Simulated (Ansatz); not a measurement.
## Cost against result

The pair of HF (SMILES F, atoms 1–2) and SiNH5 (SMILES [SiH3]N, atoms 3–9), both closed shells, in one local arrangement (a lower one may exist), relaxed at PBE0-D4/def2-TZVP:

```tsv
atom	x (Å)	y (Å)	z (Å)
F1	-0.7345	0.5738	-2.4337
H2	-0.6826	0.5741	-1.4799
Si3	0.6922	-0.6286	0.6077
N4	-0.5538	0.5390	0.2056
H5	0.2558	-1.9330	0.0588
H6	1.9441	-0.1624	-0.0315
H7	0.9169	-0.7682	2.0727
H8	-0.3533	1.4957	0.4695
H9	-1.4848	0.3095	0.5309
```

Interaction energies are counterpoise-corrected; the time is that of the whole pair.

Computed with Ansatz 0.2.0 (basis: as named in each row); correlated methods freeze the cores. B3LYP uses VWN-RPA correlation. Extrapolation: Hartree–Fock as exp(−7.88 √X), correlation as X^−2.97.

Times are rough, for one single point on 4 threads of a shared host (Intel Xeon Platinum 8259CL).

The estimate by CCSD(T) at an estimated basis limit (MP2 extrapolated from triple and quadruple zeta, plus CCSD(T) − MP2 in triple zeta) is -0.480 eV.

```json
{"method": "HF", "basis": "STO-3G", "time (s)": "under 1", "interaction energy (eV)": "-0.037", "method less estimate": "0.443"}
{"method": "PBE-D4", "basis": "STO-3G", "time (s)": "under 1", "interaction energy (eV)": "-0.298", "method less estimate": "0.182"}
{"method": "SPW92", "basis": "def2-SVP", "time (s)": "under 1", "interaction energy (eV)": "-0.665", "method less estimate": "-0.186"}
{"method": "B3LYP-D4", "basis": "6-31G", "time (s)": "under 1", "interaction energy (eV)": "-0.666", "method less estimate": "-0.186"}
{"method": "PBE-D4", "basis": "def2-SVP", "time (s)": "under 1", "interaction energy (eV)": "-0.484", "method less estimate": "-0.004"}
{"method": "PBE0-D4", "basis": "def2-SVP", "time (s)": "under 1", "interaction energy (eV)": "-0.503", "method less estimate": "-0.023"}
{"method": "CCSD(T)", "basis": "def2-SVP", "time (s)": "1", "interaction energy (eV)": "-0.345", "method less estimate": "0.135"}
{"method": "PBE-D4", "basis": "def2-TZVPPD", "time (s)": "1", "interaction energy (eV)": "-0.538", "method less estimate": "-0.058"}
{"method": "revPBE-D4", "basis": "def2-TZVPPD", "time (s)": "1", "interaction energy (eV)": "-0.485", "method less estimate": "-0.006"}
{"method": "BLYP-D4", "basis": "def2-TZVPPD", "time (s)": "2", "interaction energy (eV)": "-0.496", "method less estimate": "-0.016"}
{"method": "PBE0-D4", "basis": "def2-TZVPPD", "time (s)": "2", "interaction energy (eV)": "-0.540", "method less estimate": "-0.061"}
{"method": "wB97M-V", "basis": "def2-SVP", "time (s)": "2", "interaction energy (eV)": "-0.443", "method less estimate": "0.036"}
{"method": "B3LYP-D4", "basis": "def2-TZVPPD", "time (s)": "2", "interaction energy (eV)": "-0.517", "method less estimate": "-0.037"}
{"method": "HSE06-D4", "basis": "def2-TZVPPD", "time (s)": "2", "interaction energy (eV)": "-0.539", "method less estimate": "-0.059"}
{"method": "r2SCAN-D4", "basis": "def2-TZVPPD", "time (s)": "2", "interaction energy (eV)": "-0.537", "method less estimate": "-0.057"}
{"method": "B2PLYP", "basis": "def2-TZVPPD", "time (s)": "4", "interaction energy (eV)": "-0.472", "method less estimate": "0.008"}
{"method": "B97M-V", "basis": "def2-TZVPPD", "time (s)": "4", "interaction energy (eV)": "-0.469", "method less estimate": "0.011"}
{"method": "wB97X-V", "basis": "def2-TZVPPD", "time (s)": "4", "interaction energy (eV)": "-0.503", "method less estimate": "-0.023"}
{"method": "wB97M-V", "basis": "def2-TZVPPD", "time (s)": "5", "interaction energy (eV)": "-0.488", "method less estimate": "-0.008"}
{"method": "MP2", "basis": "def2-QZVPPD", "time (s)": "10", "interaction energy (eV)": "-0.474", "method less estimate": "0.006"}
{"method": "CCSD(T)", "basis": "def2-TZVPPD", "time (s)": "34", "interaction energy (eV)": "-0.450", "method less estimate": "0.030"}
```

T1 diagnostic: at most 0.011.
